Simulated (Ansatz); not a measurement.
**CH2Si (singlet): geometry optimisation**

Where does this start of CH2Si (singlet) end when it is relaxed?

Computed with Ansatz 0.2.0, Gaussian basis. Level: RKS PBE0/def2-TZVP.

## (1) The starting structure

4 atoms, charge 0, spin multiplicity 1.

Atoms are counted from 1 here; the program's logs count them from 0.

Bond lengths: Si1–C2 1.696 Å, Si1–H3 1.458 Å, C2–H4 1.086 Å. Angles: C2–Si1–H3 170.7°, Si1–C2–H4 119.1°.

Coordinates:

```
atom    x (Å)    y (Å)    z (Å)
 Si1  -0.4877   0.1221  -0.0002
  C2   1.1703  -0.2337   0.0003
  H3  -1.8452   0.6537  -0.0017
  H4   1.4885  -1.2725   0.0048
```

The start was built by rule and, where that kept it together, relaxed with GFN2-xTB. Sticks and bond lists go by distance. 

## (2) The run

Input file in.yaml:

```yaml
crystal:
  periodic: [false, false, false]
  atoms:
    - {symbol: Si, position_ang: [-0.487683, 0.122141, -0.000231]}
    - {symbol: C, position_ang: [1.170312, -0.233680, 0.000283]}
    - {symbol: H, position_ang: [-1.845156, 0.653679, -0.001749]}
    - {symbol: H, position_ang: [1.488525, -1.272504, 0.004814]}
basis:
  gaussian: {orbitals: def2-TZVP}
hamiltonian: {xc: pbe0}
relax: {f_tol: 0.004, max_steps: 80}
```

Command:

```sh
> ansatz run in.yaml --threads 1 --pin off --events-out ev --progress --plain --max-ram 1740MiB
```

Q: Predict the outcome of this session. Wanted: energy gained; shift from the start; total energy; dipole moment.

As calculated:

| quantity | value |
| --- | --- |
| steps | 10 |
| energy gained | 0.670 eV |
| shift from the start (rms) | 0.438 Å |
| total energy | -8938.6439 eV |
| dipole moment | 1.02 D |

**Reading.** The bonds of the start are those of the end. Si1–C2 went from 1.696 to 1.637 Å. No vibrations were run, so this is a stationary point, not a proven minimum, and this spin need not be the ground state's.
